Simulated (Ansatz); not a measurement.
## The standard entropy of H2S (hydrogen sulfide) from a frequency calculation

A singlet with charge 0, relaxed at PBE0/aug-cc-pVTZ (Ansatz 0.2.0):

```xyz
3

S     0.4963   -0.2811    0.2443
H     0.0982    0.9996    0.1627
H    -0.5944   -0.7185   -0.4070
```

Harmonic wavenumbers in cm⁻¹: 1198, 2721, 2736.

Masses in u: S 32.06, H 1.008. Take T = 298.15 K, p = 1 bar, R = 8.3145 J/(mol K), kT/hc = 207.22 cm⁻¹, rigid rotor and harmonic oscillator.

Task: Work out S° at 298 K.

Result: 
1. Translation (Sackur–Tetrode): S = R[3/2 ln M + 5/2 ln T − 1.1517] with M = 34.076 gives 152.9 J/(mol K).
2. Rotation: principal moments 1.643, 1.893, 3.536 u Å² give A, B, C = 10.2605, 8.9048, 4.7674 cm⁻¹; the symmetry number is σ = 2; q = (√π/σ)√((kT/hc)³/ABC) = 127; S = R(ln q + 3/2) = 52.7.
3. Vibration: with u = ν̃/207.22, each mode gives R[u/(eᵘ − 1) − ln(1 − e⁻ᵘ)]; the sum is 0.2, most from 1198 cm⁻¹ (0.2).
4. Electronic: R ln 1 = 0.0, from the spin multiplicity alone.
5. Sum: 152.9 + 52.7 + 0.2 + 0.0 = 205.8 J/(mol K).

The tabulated value is 205.8 J/(mol K) (CRC Handbook of Chemistry and Physics): the model is off by 0.0.
